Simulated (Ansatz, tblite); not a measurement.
Removing an electron: the cluster Si3⁻ (the lowest doublet isomer of a short search). Total charge -1; doublet. Geometry: PBE-D4/def2-TZVPD. Ansatz, gas phase; energy differences of separate SCF runs; the oxidised species is a triplet (the singlet lies 0.38 eV higher at PBE0-D4/def2-TZVPD).

Cartesian coordinates in Å:
```
Si -0.117 -0.584 -1.238
Si 0.387 1.299 0.223
Si -0.271 -0.715 1.015
```

The xTB rows come from tblite. The structure comes from a short search, and lower isomers may exist.

**Question.** Estimate orbital energies and vertical ionisation energies at: GFN1-xTB; PBE-D4/def2-TZVPD; r2SCAN-D4/def2-TZVPD; PBE0-D4/def2-TZVPD.

**Answer.** 
```tsv
level	−HOMO (eV)	vertical IE (eV)	−LUMO (eV)	HOMO–LUMO gap (eV)	remarks
GFN1-xTB	–	7.17	–	–	–
PBE-D4/def2-TZVPD	-0.21	2.25	-0.71	0.50	HOMO above zero (-1 doublet)
r2SCAN-D4/def2-TZVPD	-0.03	2.30	-0.87	0.84	HOMO above zero (-1 doublet)
PBE0-D4/def2-TZVPD	0.63	2.31	-1.43	2.06	–
```

  A HOMO above zero means that the electron is unbound at that level or that self-interaction error raises the level; the energy of removing that electron tells which. HOMO and LUMO are the levels of the spin that leaves or enters (xTB has no such levels and no spin-polarisation term). Other spin states of the ions may lie lower, which would lower the ionisation energy or raise the affinity. Raw xTB energy differences between charge states are shifted by several eV; the methods need an empirical correction for them.
